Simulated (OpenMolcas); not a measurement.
AlO (oxoaluminum): methods side by side

The species is AlO (2 atoms), meant as a doublet with charge 0. As SMILES, `[O]=[Al]`. The coordinates come from a PBE0-D4/def2-TZVP relaxation.

```tsv
atom	x (Å)	y (Å)	z (Å)
O	0.0000	0.0000	-0.0249
Al	0.0000	0.0000	1.5950
```

Each level gives the energy change with the O1–Al2 bond stretched from 1.620 to 2.355 Å (eV). The values are calculated.

| level | kind | program | value (eV) | less FCI/STO-3G | CPU time (all runs) |
| --- | --- | --- | --- | --- | --- |
| ROHF/STO-3G | Hartree–Fock | OpenMolcas | 1.81 | -0.69 | 4.6 s |
| UPBE/STO-3G | GGA | OpenMolcas | 2.60 | +0.10 | 7.1 s |
| U-r2SCAN/STO-3G | meta-GGA | OpenMolcas | 2.55 | +0.05 | 13 s |
| UM06-2X/STO-3G | hybrid meta-GGA | OpenMolcas | 2.44 | -0.06 | 23 s |
| UPBE0/STO-3G | global hybrid | OpenMolcas | 2.42 | -0.08 | 7.2 s |
| CASSCF(3,3)/STO-3G | multireference | OpenMolcas | 1.60 | -0.90 | 2.8 s |
| SC-NEVPT2(3,3)/STO-3G | multireference | OpenMolcas | 1.88 | -0.62 | 2.7 s |
| FCI/STO-3G | exact in the basis | OpenMolcas | 2.50 | 0.00 | 3.7 s |

FCI/STO-3G is exact within its basis and frozen core, so for wave-function methods in that basis the difference is their error; functionals converge differently with the basis, so for them it is only a difference. The first shape isn't each level's own minimum. The values span 1.60 to 2.60 eV. All rows use very small basis sets, so even the best lies far from the true value. Times are those of the runs behind each value, whatever else they computed, on shared processors of several kinds: orders of magnitude only.
